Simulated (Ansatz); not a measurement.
# O3 (ozone) at 6 levels

Aim: a comparison of 6 runs (HF/STO-3G, BHLYP/STO-3G, PBE/STO-3G, MP2/STO-3G, UMP2/STO-3G, UCCSD(T)/STO-3G) of O3 (ozone). 

The results are computed with Ansatz 0.2.0.

38 further runs of the same task are left out: 19 that didn't finish, 19 set aside as unsound or not needed.

## 1. Starting point

O3: 3 atoms, total charge 0, spin state singlet. SMILES: `O=[O+][O-]`. The O3–O2 distance was set to 3.095 Å, away from the relaxed value. At this shape a bond of the SMILES string is far longer than usual.

Bond lengths: O1–O2 1.238 Å.

## 2. The energy at HF/STO-3G (run 1)

File job.yaml:

```yaml
crystal:
  periodic: [false, false, false]
  atoms:
    - {symbol: O, position_ang: [1.435063, -2.292589, 0.545553]}
    - {symbol: O, position_ang: [0.357463, -2.074289, -0.023347]}
    - {symbol: O, position_ang: [-0.619800, 0.853500, -0.250100]}
basis:
  gaussian: {orbitals: STO-3G}
hamiltonian: {xc: hf}
accuracy: high
```

Launch:

```sh
$ ansatz run job.yaml --threads 1 --pin off --max-ram 2610MiB --events-out events.jsonl --progress --plain --runs-dir runs
```

What it wrote:

```text
Warning: RAYON_NUM_THREADS=1 ignored (pool sized by the plan → 1); use --threads N
Functional definition: HF
  name "HF"
  exchange = exact_x
  correlation = 0
227 factors; integrals over basis functions are off by at most 4.8e-8 eV
mean field evaluation 1: about -5963.2756 eV, gradient 1.3e1 eV
mean field evaluation 2: about -5963.2626 eV, gradient 1.3e1 eV
mean field evaluation 4: about -5962.0276 eV, gradient 2.6e1 eV
mean field evaluation 8: about -6019.5279 eV, gradient 1.2e0 eV
mean field evaluation 16: about -6019.5229 eV, gradient 3.4e-6 eV
mean field evaluation 32: about -6019.5315 eV, gradient 1.7e-2 eV
mean field evaluation 64: about -6019.5095 eV, gradient 5.6e-2 eV
mean field evaluation 96: about -6019.5137 eV, gradient 3.0e-2 eV
mean field evaluation 128: about -6019.5196 eV, gradient 1.6e-2 eV
mean field evaluation 160: about -6019.5219 eV, gradient 1.3e0 eV
mean field evaluation 192: about -6005.9943 eV, gradient 4.7e0 eV
mean field -6019.52293630 eV, -221.2133877300 hartree, gradient 1.5e-8 eV, S^2 0.000000; 12 other end points of the search recorded, 0 dependent functions left out
reference -6019.52293630 eV, -221.2133877300 hartree; 12, 12 occupied and 3, 3 virtual orbitals, 227 factors
Total energy: -6019.52293630 eV, -221.2133877300 hartree
```

Run time: 0.3 s. Hardware: 1 thread of Arm Neoverse V1, shared host.

## 3. A single-point energy at BHLYP/STO-3G (run 2)

File input.yaml:

```yaml
crystal:
  periodic: [false, false, false]
  atoms:
    - symbol: O
      position_ang: [1.435063, -2.292589, 0.545553]
    - symbol: O
      position_ang: [0.357463, -2.074289, -0.023347]
    - symbol: O
      position_ang: [-0.619800, 0.853500, -0.250100]
basis:
  gaussian:
    orbitals: STO-3G
hamiltonian:
  xc: {name: BHLYP}
accuracy: high
```

Launch:

```sh
$ ansatz run input.yaml --threads 1 --pin off --max-ram 2610MiB --events-out events.jsonl --progress --plain --runs-dir runs
```

What it wrote:

```text
Warning: RAYON_NUM_THREADS=1 ignored (pool sized by the plan → 1); use --threads N
Functional definition: BHLYP
  name "BHLYP"
  parameter a = 0.5
  exchange = (1 - a)*b88_x + a*exact_x
  correlation = lyp_c
227 factors; integrals over basis functions are off by at most 4.8e-8 eV
mean field evaluation 1: about -5987.9128 eV, gradient 1.5e1 eV
mean field evaluation 2: about -5777.5261 eV, gradient 1.1e1 eV
mean field evaluation 4: about -5984.5456 eV, gradient 4.2e1 eV
mean field evaluation 8: about -6042.7334 eV, gradient 6.8e-2 eV
mean field evaluation 16: about -6042.7592 eV, gradient 3.0e-5 eV
mean field evaluation 32: about -6042.7581 eV, gradient 8.7e-2 eV
mean field -6042.75916082 eV, -222.0673032307 hartree, gradient 1.7e-8 eV, S^2 0.000000; 4 other end points of the search recorded, 0 dependent functions left out
reference -6042.75917359 eV, -222.0673037003 hartree; 12, 12 occupied and 3, 3 virtual orbitals, 227 factors
Total energy: -6042.75917359 eV, -222.0673037003 hartree
```

Run time: 3 s. Hardware: 1 thread of Arm Neoverse V1, shared host.

Runs 3 to 5 aren't shown in full; the table further down has their settings and results.

## 4. A single-point energy at UCCSD(T)/STO-3G (run 6)

File molecule.yaml:

```yaml
crystal:
  periodic: [false, false, false]
  atoms:
    - {symbol: O, position_ang: [1.435063, -2.292589, 0.545553]}
    - {symbol: O, position_ang: [0.357463, -2.074289, -0.023347]}
    - {symbol: O, position_ang: [-0.619800, 0.853500, -0.250100]}
basis:
  gaussian:
    orbitals: STO-3G
scf:
  omitted_lower_state_checks: [cluster_reference, increment]
magnetization:
  spin_polarized: true
  initial_magnetization: 0
accuracy: high
correlation:
  method: ccsd_t
  frozen_orbitals: {O: 1}
```

Launch:

```sh
$ ansatz run molecule.yaml --threads 1 --pin off --max-ram 2610MiB --events-out events.jsonl --progress --plain --runs-dir runs
```

What it wrote:

```text
Warning: RAYON_NUM_THREADS=1 ignored (pool sized by the plan → 1); use --threads N
[... 30 lines left out ...]
3 core orbitals not correlated: weight in the atoms' cores, before any rotation towards them, 1.000 or more for the frozen orbitals, at most 0.000 for the correlated occupied ones
[... 110 lines left out ...]
Total energy: -6028.79243141 eV, -221.5540353920 hartree
Checks for a lower state left out: cluster_reference, increment
```

Wall time 2 s (1 thread of Arm Neoverse V1, shared host).

## 5. The series

```
run            level  frozen core orbitals  energy (Eh)  wall time
  1        HF/STO-3G                     –  -221.213388      0.3 s
  2     BHLYP/STO-3G                     –  -222.067304        3 s
  3       PBE/STO-3G                     –  -221.973131      4.8 s
  4       MP2/STO-3G                     3  -221.362631     0.58 s
  5      UMP2/STO-3G                     3  -221.514551      1.4 s
  6  UCCSD(T)/STO-3G                     3  -221.554035        2 s
```

## 6. Outcome

| quantity | value |
| --- | --- |
| run 6: total energy | -221.55404 Eh |
| run 6: correlation energy (3 core orbitals frozen) | -111.5 mEh |
| run 6: (T) correction | -0.46 mEh |
| run 6: ⟨S²⟩ of the reference determinant | 2.003 |
| run 6: T1 diagnostic | 0.066 |

What this shows: Below the HF energy at the same shape and in the same basis (STO-3G): MP2 -149.2 mEh; UMP2 -301.2 mEh; UCCSD(T) -340.6 mEh. Some of these start from another determinant than that one, so these aren't their correlation energies. Totals of different functionals can't be ranked against each other. In run 4 the log says that unrestricted orbitals would lower the reference, so the values rest on an unstable closed-shell determinant (other closed-shell runs at this shape may share the fault). In runs 1, 2, 3, 4, 5, 6 the basis is minimal, so the values are rough. In runs 1, 2, 3, 4 a closed-shell determinant meets a far-stretched bond, which it describes badly. Spin contamination of the reference: run 5 ⟨S²⟩ = 2.00, run 6 ⟨S²⟩ = 2.00. Where it is this large, the reference is a mixture of spin states, and values that rest on it are in doubt. All runs together took 12 s, the longest 4.8 s.
